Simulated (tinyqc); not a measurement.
Worked calculation (part 2 of 2): MP2 on RHF in the sto-3g basis, for CH3-, spin multiplicity 1. The basis has no diffuse functions, so it cannot describe the extra electron: this is an exercise in the method, not the real anion. Computed by tinyqc, a small Python program that keeps every step (integrals from PySCF). Command: `OMP_NUM_THREADS=1 python tinyqc.py 29602 29603 out.jsonl` (the two numbers bound the seeds that draw the settings). One thread of a shared host (Intel(R) Xeon(R) Processor @ 2.60GHz), about 0.1 s of CPU time with the checks.

Geometry (angstrom):
```
atom          x          y         z
C      0.000000   0.000000  0.019000
H      1.194000   0.000000  0.000000
H     -0.597000   1.034000  0.000000
H     -0.597000  -1.034000  0.000000
```

## Iteration 8 (converged): orbitals

converged F (hartree):
```
             1C 1s      1C 2s     1C 2px     1C 2py    1C 2pz      2H 1s      3H 1s      4H 1s
1C 1s   -10.391795  -2.824012   0.000000   0.000000  0.001612  -0.567197  -0.567236  -0.567236
1C 2s    -2.824012  -0.952032   0.000009   0.000000  0.002276  -0.437845  -0.437863  -0.437863
1C 2px    0.000000   0.000009   0.321493   0.000000  0.000000  -0.225923   0.112965   0.112965
1C 2py    0.000000   0.000000   0.000000   0.321487  0.000000   0.000000  -0.195656   0.195656
1C 2pz    0.001612   0.002276   0.000000   0.000000  0.221190   0.005375   0.005375   0.005375
2H 1s    -0.567197  -0.437845  -0.225923   0.000000  0.005375  -0.041206  -0.113465  -0.113465
3H 1s    -0.567236  -0.437863   0.112965  -0.195656  0.005375  -0.113465  -0.041223  -0.113474
4H 1s    -0.567236  -0.437863   0.112965   0.195656  0.005375  -0.113465  -0.113474  -0.041223
```

X:
```
                1          2          3          4          5          6          7          8
1C 1s   -0.353520   0.000000  -0.000044   0.956439   0.117172   0.000000   0.000010   0.174642
1C 2s    1.336003   0.000000   0.000124  -0.007320   0.013454   0.000000   0.000019   0.469938
1C 2px  -0.000128   0.000000   1.037127   0.000001   0.000000   0.000000   0.610742  -0.000017
1C 2py   0.000000   1.037130   0.000000   0.000000   0.000000   0.610746   0.000000   0.000000
1C 2pz  -0.019062   0.000000  -0.000002  -0.125269   0.992027   0.000000   0.000000  -0.006680
2H 1s   -0.629645   0.000000  -0.936923  -0.182887  -0.022421   0.000000   0.450746   0.299691
3H 1s   -0.629815  -0.811359   0.468373  -0.182878  -0.022420   0.390347  -0.225357   0.299713
4H 1s   -0.629815   0.811359   0.468373  -0.182878  -0.022420  -0.390347  -0.225357   0.299713
```

Diagonalise F' = X^T F X, C = X C', fill 5 alpha and 5 beta electrons from the bottom; D = 2 C_occ C_occ^T. Each column has its largest component positive (the first on a tie).

F' = X^T F X (hartree):
```
           1         2          3          4          5          6          7          8
1   0.803573  0.000000  -0.000057   1.045842   0.124091   0.000000  -0.000009   0.236146
2   0.000000  1.099498   0.000000   0.000000   0.000000   0.193361   0.000000   0.000000
3  -0.000057  0.000000   1.099492   0.000173   0.000021   0.000000   0.193360   0.000042
4   1.045842  0.000000   0.000173  -8.897980  -1.154618   0.000000  -0.000142  -3.272350
5   0.124091  0.000000   0.000021  -1.154618   0.074977   0.000000  -0.000018  -0.415278
6   0.000000  0.193361   0.000000   0.000000   0.000000  -0.044644   0.000000   0.000000
7  -0.000009  0.000000   0.193360  -0.000142  -0.000018   0.000000  -0.044644  -0.000058
8   0.236146  0.000000   0.000042  -3.272350  -0.415278   0.000000  -0.000058  -1.611214
```

orbital energies (hartree): MO1 -10.398805, MO2 -0.376605, MO3 -0.076439, MO4 -0.076438, MO5 0.221081, MO6 0.923685, MO7 1.131286, MO8 1.131292

coefficients C:
```
              MO1        MO2        MO3        MO4        MO5        MO6        MO7        MO8
1C 1s    0.992289  -0.206935   0.000000  -0.000003  -0.005952  -0.237669   0.000022   0.000000
1C 2s    0.033398   0.597178   0.000000   0.000015   0.027210   1.283551  -0.000134   0.000000
1C 2px   0.000000  -0.000009   0.000000   0.434372   0.000000   0.000085   1.122479   0.000000
1C 2py   0.000000   0.000000   0.434376   0.000000   0.000000   0.000000   0.000000   1.122482
1C 2pz  -0.000274  -0.005489   0.000000   0.000000   0.999650  -0.029805   0.000003   0.000000
2H 1s   -0.006241   0.268386   0.000000   0.596780  -0.007816  -0.669563  -0.851249   0.000000
3H 1s   -0.006242   0.268401   0.516820  -0.298378  -0.007815  -0.669469   0.425727  -0.737273
4H 1s   -0.006242   0.268401  -0.516820  -0.298378  -0.007815  -0.669469   0.425727   0.737273
```

D after iteration 8:
```
            1C 1s      1C 2s     1C 2px     1C 2py     1C 2pz      2H 1s      3H 1s      4H 1s
1C 1s    2.054991  -0.181196   0.000000   0.000000  -0.010172  -0.123374  -0.123375  -0.123375
1C 2s   -0.181196   0.716955   0.000003   0.000000   0.047827   0.319724   0.319715   0.319715
1C 2px   0.000000   0.000003   0.377358   0.000000   0.000000   0.518444  -0.259219  -0.259219
1C 2py   0.000000   0.000000   0.000000   0.377365   0.000000   0.000000   0.448988  -0.448988
1C 2pz  -0.010172   0.047827   0.000000   0.000000   1.998661  -0.018569  -0.018569  -0.018569
2H 1s   -0.123374   0.319724   0.518444   0.000000  -0.018569   0.856554  -0.211862  -0.211862
3H 1s   -0.123375   0.319715  -0.259219   0.448988  -0.018569  -0.211862   0.856542  -0.211868
4H 1s   -0.123375   0.319715  -0.259219  -0.448988  -0.018569  -0.211862  -0.211868   0.856542
```

Within a degenerate level the vectors are fixed only up to a rotation; this is one choice.

## Convergence

Stop when the energy changes by less than 1e-10 hartree and every element of the error matrix X^T (F D S - S D F) X is below 3e-06.

Course of the cycle:
```
iteration   E (hartree)     change  largest element of the error matrix
1          -38.30816166          -                             7.00e-01
2          -38.75130985  -4.43e-01                             1.32e-01
3          -38.76245007  -1.11e-02                             2.34e-02
4          -38.76312267  -6.73e-04                             3.77e-03
5          -38.76313698  -1.43e-05                             1.43e-04
6          -38.76313701  -2.81e-08                             2.59e-05
7          -38.76313701  -6.60e-10                             1.01e-06
8          -38.76313701  -9.81e-13                             2.14e-09
```

PySCF RHF in the same basis = -38.76313701 hartree

Converged in 8 iterations.

## Integrals over molecular orbitals

core Hamiltonian H = T + V (hartree):
```
             1C 1s      1C 2s     1C 2px     1C 2py     1C 2pz      2H 1s      3H 1s      4H 1s
1C 1s   -19.091064  -4.608303   0.000001   0.000000   0.000674  -0.915095  -0.915158  -0.915158
1C 2s    -4.608303  -6.023771   0.000010   0.000000   0.007193  -2.244285  -2.244387  -2.244387
1C 2px    0.000001   0.000010  -5.028956   0.000000   0.000000  -1.924283   0.962201   0.962201
1C 2py    0.000000   0.000000   0.000000  -5.028957   0.000000   0.000000  -1.666521   1.666521
1C 2pz    0.000674   0.007193   0.000000   0.000000  -4.870164   0.032116   0.032118   0.032118
2H 1s    -0.915095  -2.244285  -1.924283   0.000000   0.032116  -3.599108  -0.530821  -0.530821
3H 1s    -0.915158  -2.244387   0.962201  -1.666521   0.032118  -0.530821  -3.599175  -0.530866
4H 1s    -0.915158  -2.244387   0.962201   1.666521   0.032118  -0.530821  -0.530866  -3.599175
```

Given earlier and not repeated: Two-electron integrals (ij|kl) in chemists' order.

(pq|rs) = sum C_ip C_jq C_kr C_ls (ij|kl), one index at a time.

one-electron integrals over orbitals h = C^T H C (hartree):
```
            1          2          3          4          5          6          7          8
1  -19.073684   0.354518   0.000000   0.000006   0.008825   0.377166  -0.000033   0.000000
2    0.354518  -4.687873   0.000000   0.000010  -0.010806  -0.999808   0.000109   0.000000
3    0.000000   0.000000  -4.084479   0.000000   0.000000   0.000000   0.000000  -0.979882
4    0.000006   0.000010   0.000000  -4.084449  -0.000001  -0.000112  -0.979894   0.000000
5    0.008825  -0.010806   0.000000  -0.000001  -4.869768   0.018320  -0.000001   0.000000
6    0.377166  -0.999808   0.000000  -0.000112   0.018320  -3.761100  -0.000035   0.000000
7   -0.000033   0.000109   0.000000  -0.979894  -0.000001  -0.000035  -4.155327   0.000000
8    0.000000   0.000000  -0.979882   0.000000   0.000000   0.000000   0.000000  -4.155318
```

Two-electron integrals over orbitals (pq|rs), unique and non-zero (hartree):
```
(11|11) 3.502635    (21|11) -0.276676   (21|21) 0.034108    (22|11) 0.667765
(22|21) -0.007786   (22|22) 0.479393    (31|31) 0.005398    (32|31) 0.009725
(32|32) 0.120155    (33|11) 0.549952    (33|21) -0.002500   (33|22) 0.453853
(33|33) 0.505186    (41|11) -4.36e-06   (41|21) 4.12e-07    (41|22) -6.14e-07
(41|33) -0.003010   (41|41) 0.005398    (42|11) -7.53e-07   (42|21) -2.99e-07
(42|22) -0.000006   (42|33) -0.069855   (42|41) 0.009725    (42|42) 0.120149
(43|31) -0.003010   (43|32) -0.069853   (43|43) 0.055986    (44|11) 0.549946
(44|21) -0.002500   (44|22) 0.453845    (44|33) 0.393202    (44|41) 0.003010
(44|42) 0.069857    (44|44) 0.505188    (51|11) -0.007708   (51|21) 0.000818
(51|22) -0.000643   (51|33) -0.000244   (51|41) 2.04e-08    (51|42) 5.40e-09
(51|44) -0.000244   (51|51) 0.021899    (52|11) 0.003842    (52|21) -0.000328
(52|22) -0.000865   (52|33) -0.000502   (52|42) 7.66e-09    (52|44) -0.000502
(52|51) 0.022574    (52|52) 0.082141    (53|31) 0.000107    (53|32) -0.000604
(53|43) 0.000692    (53|53) 0.016275    (54|11) 2.64e-07    (54|21) -1.10e-08
(54|22) 7.14e-08    (54|33) 0.000692    (54|41) 0.000107    (54|42) -0.000604
(54|44) -0.000692   (54|51) 3.72e-07    (54|52) 9.35e-07    (54|54) 0.016274
(55|11) 0.851861    (55|21) -0.009016   (55|22) 0.518751    (55|33) 0.453326
(55|41) -1.33e-07   (55|42) -6.79e-07   (55|44) 0.453322    (55|51) 0.001029
(55|52) 0.005605    (55|54) 2.34e-07    (55|55) 0.672917    (61|11) -0.311218
(61|21) 0.038923    (61|22) -0.008492   (61|33) -0.002635   (61|41) 1.51e-06
(61|42) 1.44e-06    (61|44) -0.002634   (61|51) 0.000492    (61|52) -0.000795
(61|55) -0.008641   (61|61) 0.044480    (62|11) 0.270382    (62|21) -0.008712
(62|22) 0.069713    (62|33) 0.030051    (62|41) 6.03e-07    (62|42) 2.81e-06
(62|44) 0.030049    (62|51) -0.000841   (62|52) -0.000671   (62|54) 1.27e-07
(62|55) 0.141780    (62|61) -0.009435   (62|62) 0.082188    (63|31) 0.003159
(63|32) -0.048514   (63|43) 0.048313    (63|53) 0.000857    (63|63) 0.068214
(64|11) 0.000027    (64|21) -5.77e-07   (64|22) 0.000010    (64|33) 0.048322
(64|41) 0.003158    (64|42) -0.048521   (64|44) -0.048317   (64|51) -9.95e-09
(64|52) 1.75e-07    (64|54) 0.000857    (64|55) 0.000015    (64|61) -5.47e-08
(64|62) 0.000011    (64|64) 0.068226    (65|11) -0.004011   (65|21) -0.000186
(65|22) -0.002636   (65|33) -0.000963   (65|41) 3.17e-08    (65|42) 2.45e-07
(65|44) -0.000963   (65|51) 0.023535    (65|52) 0.072541    (65|54) 2.86e-06
(65|55) 0.000362    (65|61) -0.000683   (65|62) -0.003382   (65|64) -2.44e-07
(65|65) 0.069831    (66|11) 0.664662    (66|21) -0.010391   (66|22) 0.459700
(66|33) 0.445342    (66|41) 1.70e-06    (66|42) 0.000017    (66|44) 0.445360
(66|51) -0.001525   (66|52) -0.003415   (66|54) -1.39e-07   (66|55) 0.493797
(66|61) -0.010945   (66|62) 0.048147    (66|64) -2.19e-06   (66|65) -0.004495
(66|66) 0.463584    (71|11) 0.000029    (71|21) -3.84e-06   (71|22) -1.65e-07
(71|33) -0.005316   (71|41) 0.011169    (71|42) 0.018280    (71|44) 0.005317
(71|51) -4.80e-08   (71|52) 6.29e-08    (71|54) 0.000224    (71|55) 7.31e-07
(71|61) -2.22e-06   (71|62) 2.25e-06    (71|64) 0.006089    (71|65) 1.13e-07
(71|66) 4.63e-06    (71|71) 0.023239    (72|11) -0.000029   (72|21) 6.98e-07
(72|22) -0.000008   (72|33) 0.016662    (72|41) 0.008628    (72|42) 0.013422
(72|44) -0.016669   (72|51) 7.01e-08    (72|52) -1.29e-08   (72|54) 0.001025
(72|55) -0.000015   (72|61) 2.33e-06    (72|62) -4.54e-06   (72|64) 0.043955
(72|65) 3.48e-07    (72|66) -3.00e-06   (72|71) 0.016611    (72|72) 0.054490
(73|31) 0.001651    (73|32) 0.044363    (73|43) -0.024431   (73|53) -0.000523
(73|63) -0.032795   (73|73) 0.032018    (74|11) 0.239752    (74|21) -0.004426
(74|22) 0.070274    (74|33) 0.059179    (74|41) -0.001651   (74|42) -0.044354
(74|44) 0.010326    (74|51) -2.54e-06   (74|52) 0.001849    (74|54) 0.000523
(74|55) 0.124681    (74|61) -0.004720   (74|62) 0.077587    (74|64) 0.032799
(74|65) -0.000862   (74|66) 0.043751    (74|71) -0.003597   (74|72) 0.005834
(74|74) 0.109831    (75|11) 2.55e-07    (75|21) 1.04e-08    (75|22) 8.97e-08
(75|33) -0.001207   (75|41) 0.000330    (75|42) 0.002411    (75|44) 0.001207
(75|51) -2.16e-06   (75|52) -0.000007   (75|54) 0.018045    (75|55) -1.20e-07
(75|61) 1.18e-07    (75|62) 3.64e-07    (75|64) -0.000857   (75|65) -4.04e-06
(75|66) 7.25e-07    (75|71) 0.000662    (75|72) 0.000901    (75|74) -0.000853
(75|75) 0.025551    (76|11) 0.000007    (76|21) -6.57e-08   (76|22) -2.33e-06
(76|33) -0.060794   (76|41) 0.011232    (76|42) 0.106754    (76|44) 0.060801
(76|51) 1.19e-07    (76|52) 3.83e-07    (76|54) -0.000695   (76|55) 2.88e-06
(76|61) 2.04e-06    (76|62) 0.000005    (76|64) -0.044408   (76|65) 5.05e-07
(76|66) 0.000019    (76|71) 0.021932    (76|72) 0.013188    (76|74) -0.044805
(76|75) 0.002104    (76|76) 0.107940    (77|11) 0.782397    (77|21) -0.009261
(77|22) 0.498669    (77|33) 0.437795    (77|41) -0.000718   (77|42) 0.024959
(77|44) 0.503425    (77|51) -0.000180   (77|52) 0.001288    (77|54) -0.000575
(77|55) 0.543584    (77|61) -0.009490   (77|62) 0.084255    (77|64) -0.034229
(77|65) -0.001010   (77|66) 0.487914    (77|71) -0.001910   (77|72) -0.025387
(77|74) 0.081427    (77|75) 0.000234    (77|76) 0.021690    (77|77) 0.578030
(81|31) 0.011169    (81|32) 0.018280    (81|43) -0.005316   (81|53) 0.000224
(81|63) 0.006090    (81|73) 0.003597    (81|81) 0.023238    (82|31) 0.008628
(82|32) 0.013418    (82|43) 0.016667    (82|53) 0.001025    (82|63) 0.043955
(82|73) -0.005850   (82|81) 0.016611    (82|82) 0.054490    (83|11) 0.239751
(83|21) -0.004426   (83|22) 0.070269    (83|33) 0.010324    (83|41) 0.001651
(83|42) 0.044359    (83|44) 0.059182    (83|51) -2.53e-06   (83|52) 0.001849
(83|54) -0.000523   (83|55) 0.124679    (83|61) -0.004719   (83|62) 0.077587
(83|64) -0.032786   (83|65) -0.000862   (83|66) 0.043765    (83|71) 0.003598
(83|72) -0.005853   (83|74) 0.048574    (83|75) 0.000853    (83|76) 0.044817
(83|77) 0.092351    (83|83) 0.109837    (84|31) 0.001652    (84|32) 0.044359
(84|43) -0.024427   (84|53) -0.000523   (84|63) -0.032788   (84|73) 0.029254
(84|81) 0.003598    (84|82) -0.005845   (84|84) 0.032012    (85|31) 0.000330
(85|32) 0.002411    (85|43) -0.001207   (85|53) 0.018045    (85|63) -0.000856
(85|73) 0.000853    (85|81) 0.000662    (85|82) 0.000901    (85|84) 0.000853
(85|85) 0.025551    (86|31) 0.011232    (86|32) 0.106752    (86|43) -0.060787
(86|53) -0.000695   (86|63) -0.044394   (86|73) 0.044815    (86|81) 0.021932
(86|82) 0.013190    (86|84) 0.044812    (86|85) 0.002104    (86|86) 0.107933
(87|31) 0.000715    (87|32) -0.024989   (87|43) 0.032831    (87|53) 0.000575
(87|63) 0.034250    (87|73) -0.005478   (87|81) 0.001905    (87|82) 0.025375
(87|84) -0.005475   (87|85) -0.000234   (87|86) -0.021709   (87|87) 0.034153
(88|11) 0.782396    (88|21) -0.009261   (88|22) 0.498671    (88|33) 0.503438
(88|41) 0.000716    (88|42) -0.024980   (88|44) 0.437780    (88|51) -0.000180
(88|52) 0.001288    (88|54) 0.000575    (88|55) 0.543584    (88|61) -0.009490
(88|62) 0.084258    (88|64) 0.034257    (88|65) -0.001010   (88|66) 0.487907
(88|71) 0.001908    (88|72) 0.025367    (88|74) 0.092357    (88|75) -0.000234
(88|76) -0.021702   (88|77) 0.509744    (88|83) 0.081415    (88|88) 0.578038
```

## Second-order Moller-Plesset energy

Hartree-Fock energy = -38.76313701 hartree

E2 = sum_ijab (ia|jb) [2 (ia|jb) - (ib|ja)] / (e_i + e_j - e_a - e_b) over occupied i, j and virtual a, b; the opposite-spin part is (ia|jb)^2 / denominator, the rest is same-spin, and SCS-MP2 scales them by 6/5 and 1/3.

Terms (the 40 largest of 117):
```
i  j  a  b    (ia|jb)    (ib|ja)  denominator       term
3  3  8  8   0.109837   0.109837    -2.415462  -0.004995
4  4  7  7   0.109831   0.109831    -2.415448  -0.004994
5  5  6  6   0.069831   0.069831    -1.405208  -0.003470
2  3  6  8   0.077587   0.043955    -2.508022  -0.003441
3  2  8  6   0.077587   0.043955    -2.508022  -0.003441
2  4  6  7   0.077587   0.043955    -2.508015  -0.003441
4  2  7  6   0.077587   0.043955    -2.508015  -0.003441
2  2  6  6   0.082188   0.082188    -2.600581  -0.002597
4  4  6  6   0.068226   0.068226    -2.000246  -0.002327
3  3  6  6   0.068214   0.068214    -2.000248  -0.002326
4  3  7  8   0.048574   0.029254    -2.415455  -0.001365
3  4  8  7   0.048574   0.029254    -2.415455  -0.001365
2  2  7  7   0.054490   0.054490    -3.015783  -0.000985
2  2  8  8   0.054490   0.054490    -3.015795  -0.000985
4  4  6  7   0.032799   0.032799    -2.207847  -0.000487
4  4  7  6   0.032799   0.032799    -2.207847  -0.000487
3  3  7  6  -0.032795  -0.032795    -2.207849  -0.000487
3  3  6  7  -0.032795  -0.032795    -2.207849  -0.000487
3  4  6  8  -0.032788  -0.032786    -2.207854  -0.000487
4  3  8  6  -0.032788  -0.032786    -2.207854  -0.000487
4  3  6  8  -0.032786  -0.032788    -2.207854  -0.000487
3  4  8  6  -0.032786  -0.032788    -2.207854  -0.000487
3  3  7  7   0.032018   0.032018    -2.415450  -0.000424
4  4  8  8   0.032012   0.032012    -2.415461  -0.000424
5  5  7  7   0.025551   0.025551    -1.820410  -0.000359
5  5  8  8   0.025551   0.025551    -1.820422  -0.000359
3  2  6  8   0.043955   0.077587    -2.508022  -0.000181
2  3  8  6   0.043955   0.077587    -2.508022  -0.000181
4  2  6  7   0.043955   0.077587    -2.508015  -0.000181
2  4  7  6   0.043955   0.077587    -2.508015  -0.000181
4  3  8  7   0.029254   0.048574    -2.415455  -0.000120
3  4  7  8   0.029254   0.048574    -2.415455  -0.000120
1  1  6  6   0.044480   0.044480   -22.644980  -0.000087
1  1  7  7   0.023239   0.023239   -23.060182  -0.000023
1  1  8  8   0.023238   0.023238   -23.060194  -0.000023
1  2  7  7   0.016611   0.016611   -13.037982  -0.000021
2  1  7  7   0.016611   0.016611   -13.037982  -0.000021
1  2  8  8   0.016611   0.016611   -13.037995  -0.000021
2  1  8  8   0.016611   0.016611   -13.037995  -0.000021
2  3  7  8  -0.005853  -0.005850    -2.715623  -0.000013
```

Pair energies (hartree; pair i-j sums ij and ji):
```
pair  opposite spin  same spin
1-1       -0.000134          0
2-1       -0.000099          0
2-2       -0.004566          0
3-1       -0.000014  -0.000019
3-2       -0.006392  -0.000902
3-3       -0.008719          0
4-1       -0.000014  -0.000019
4-2       -0.006391  -0.000902
4-3       -0.004610  -0.000309
4-4       -0.008720          0
5-1       -2.19e-07          0
5-2       -0.000013          0
5-3       -2.92e-06  -2.99e-11
5-4       -2.92e-06  -2.99e-11
5-5       -0.004187          0
```

MP2 correlation energy = -0.04601511 hartree

SCS-MP2 correlation energy = -0.05335451 hartree

MP2 total energy = -38.80915212 hartree
